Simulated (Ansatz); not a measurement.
# H5NSSi: the cost of one run

Program: Ansatz 0.2.0, driven from Python. Level of theory: PBE0/6-31G*. These are calculated values, not measurements.

## (1) The system

Bond lengths: N1–Si2 1.637 Å, Si2–S3 2.128 Å, N1–H4 0.968 Å, N1–H5 1.054 Å, Si2–H6 1.492 Å, Si2–H7 1.493 Å, S3–H8 1.398 Å. Angles: N1–Si2–S3 103.3°, N1–Si2–H6 109.7°, N1–Si2–H7 108.4°, S3–Si2–H6 110.9°, S3–Si2–H7 111.1°, H6–Si2–H7 113.0°, Si2–N1–H4 110.5°, Si2–N1–H5 109.8°, H4–N1–H5 105.7°, Si2–S3–H8 93.6°.

The script holds or builds the structure itself.

## (2) The code

pa_h5nssi.py

```python
"""Adding a proton to H5NSSi."""

import ansatz as az
import numpy as np

BASIS_SET = "6-31G*"
XC = "pbe0"
NET_CHARGE = 1
FMAX = 0.01


def main() -> None:
    system = (
        az.Crystal.molecule()
        .atom("N", (-0.6334, 0.568, -1.1402))
        .atom("Si", (0.5101, 0.1707, -0.0377))
        .atom("S", (-0.5314, -1.1022, 1.3131))
        .atom("H", (-0.9938, -0.2276, -1.5564))
        .atom("H", (-1.448, 1.0322, -0.6576))
        .atom("H", (0.9899, 1.402, 0.6547))
        .atom("H", (1.602, -0.568, -0.738))
        .atom("H", (0.5966, -1.3322, 2.1062))
    )

    calc = (
        system.calculation()
        .basis(gaussian=BASIS_SET)
        .functional(XC)
    )
    symbols = [site.symbol for site in system.cartesian_sites]
    start = np.array([site.position_ang for site in system.cartesian_sites], dtype=float)
    data = calc.relax(force_tolerance=0.01).run().report
    end = np.array(data["positions_ang"])

    # start the new hydrogen opposite the existing bonds
    away = sum((end[2] - end[j]) / np.linalg.norm(end[2] - end[j]) for j in [1, 7]) + np.array([0.15, 0.1, -0.2])
    proton = end[2] + 1.4 * away / np.linalg.norm(away)
    acid = az.Crystal.molecule()
    for symbol, place in zip(symbols, end):
        acid = acid.atom(symbol, place.tolist())
    acid = acid.atom("H", proton.tolist())
    protonated = (
        acid.calculation()
        .basis(gaussian=BASIS_SET)  # the orbital basis, by name
        .functional(XC)
        .charge(NET_CHARGE)  # electrons removed from the neutral system
        .relax(force_tolerance=FMAX, max_steps=80)
    )
    after = protonated.run().report
    xyz = np.array(after["positions_ang"])
    reach = np.linalg.norm(xyz[:-1] - xyz[-1], axis=1)
    print(f"base {data['free_energy_ev']:.5f} eV, protonated {after['free_energy_ev']:.5f} eV")
    print(f"the proton ends {reach.min():.3f} A from {symbols[reach.argmin()]}{reach.argmin()}")
    print(f"electronic proton affinity {(data['free_energy_ev'] - after['free_energy_ev']):.3f} eV")


if __name__ == "__main__":
    main()
```

## (3) What the engine is handed

The engine receives this input (first run):

```yaml
crystal:
  periodic: [false, false, false]
  atoms:
    - { symbol: "N", position_ang: [-0.6334, 0.568, -1.1402] }
    - { symbol: Si, position_ang: [0.5101, 0.1707, -0.0377] }
    - { symbol: S, position_ang: [-0.5314, -1.1022, 1.3131] }
    - { symbol: H, position_ang: [-0.9938, -0.2276, -1.5564] }
    - { symbol: H, position_ang: [-1.448, 1.0322, -0.6576] }
    - { symbol: H, position_ang: [0.9899, 1.402, 0.6547] }
    - { symbol: H, position_ang: [1.602, -0.568, -0.738] }
    - { symbol: H, position_ang: [0.5966, -1.3322, 2.1062] }
basis:
  gaussian:
    orbitals: "6-31G*"
hamiltonian:
  xc: pbe0
relax:
  f_tol: 0.01
```

## (4) Launch

Launch:

```
python pa_h5nssi.py
```

Q: Estimate wall time and peak memory on 1 thread of INTEL XEON PLATINUM 8581C at 2.10GHz (Emerald Rapids), shared host.

About 47 s, with a peak of 0.22 GiB.
